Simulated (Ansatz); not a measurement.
```yaml
crystal:
  periodic: [false, false, false]
  atoms:
    - {symbol: N, position_ang: [-1.962270, -0.277730, -0.002909]}
    - {symbol: Ge, position_ang: [-0.380622, 0.176514, 0.001392]}
    - {symbol: P, position_ang: [1.780001, -0.288370, -0.001948]}
basis:
  gaussian: {orbitals: def2-TZVP}
magnetization: {spin_polarized: true, initial_magnetization: 2}
hamiltonian: {xc: pbe0}
relax: {f_tol: 0.004, max_steps: 80}
```

```sh
$ ansatz run in.yaml --threads 1 --pin off --events-out ev --progress --plain --max-ram 2176MiB
```

Steps of the relaxation (energy above the last step; positions in Å, forces in eV/Å):

```
3
step 1, 230.8 meV
N    -1.962   -0.278   -0.003   -2.146   -0.368   -0.004
Ge   -0.381    0.177    0.001    3.005    0.002    0.001
P     1.780   -0.288   -0.002   -0.859    0.366    0.003
```

```
3
step 2, 81.5 meV
N    -2.004   -0.223   -0.002   -0.875    0.003    0.000
Ge   -0.347    0.078    0.001    1.491   -0.220   -0.001
P     1.788   -0.244   -0.002   -0.616    0.218    0.002
```

```
3
step 3, 18.5 meV
N    -2.032   -0.119   -0.002    0.310    0.018    0.000
Ge   -0.292   -0.109   -0.001   -1.015   -0.014    0.000
P     1.761   -0.161   -0.001    0.706   -0.004    0.000
```

```
3
step 5, 0.0 meV
N    -2.033   -0.109   -0.001    0.008    0.000    0.000
Ge   -0.314   -0.128   -0.001   -0.007    0.000    0.000
P     1.783   -0.153   -0.001   -0.001    0.000    0.000
```

```
3
step 6, 0.0 meV
N    -2.033   -0.109   -0.001    0.000    0.000    0.000
Ge   -0.314   -0.129   -0.001    0.000    0.000    0.000
P     1.783   -0.152   -0.001    0.000    0.000    0.000
```

Close pairs at the end: N1–Ge2 1.719 Å, Ge2–P3 2.097 Å.

A stationary point of unrestricted PBE0 after 6 steps, with ⟨S²⟩ = 2.214 against 2.00 for a pure state; no frequencies were run, so it isn't proven a minimum. 45 s on 1 thread of AMD EPYC 7R43, shared host.
